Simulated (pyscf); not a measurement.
PySCF, gas phase, ωB97X-D3(BJ)/def2-SVP geometries.

Question: Estimate by transition-state theory the rate constant of HO–PH₂ + silanol (HO–SiH₃) -> H₃Si–O–PH₂ + water (H₂O) (singlet surface; O–P, H–O broken, O–P, H–O formed) at 900 K, with ωB97M-D3(BJ)/def2-TZVP energies (ideal gas, 1 atm, RRHO with modes under 100 cm⁻¹ raised to 100, one conformer, R ln 2 for chiral ones without a mode under 150 cm⁻¹; no tunnelling).

Answer: The electronic barrier is 39.7 kcal/mol and the thermal terms add +34.5, so ΔG‡ = 74.2 kcal/mol. With k_BT/h = 1.88e+13 s⁻¹ and RT = 1.788 kcal/mol, and a volume of 1.23e-19 cm³ per molecule at 1 atm, k = 2.2e-24 cm³ molecule⁻¹ s⁻¹. Wigner's tunnelling factor for 513i cm⁻¹ would be 1.03. A shift of 1 kcal/mol in the barrier changes k by a factor 1.7. On the reactant side the descent ends in a complex, 6.1 kcal/mol under the separated species and 45.6 kcal/mol under the saddle at ωB97X-D3(BJ)/def2-TZVP. H₃Si–O–PH₂ lies 5.7 kcal/mol over its isomer HO–SiH₂–PH₂ (electronic energy, ωB97M-D3(BJ)/def2-TZVP). Another saddle between the same species, by other bonds, lies lower (21.9 kcal/mol against 39.7 kcal/mol at ωB97M-D3(BJ)/def2-TZVP).
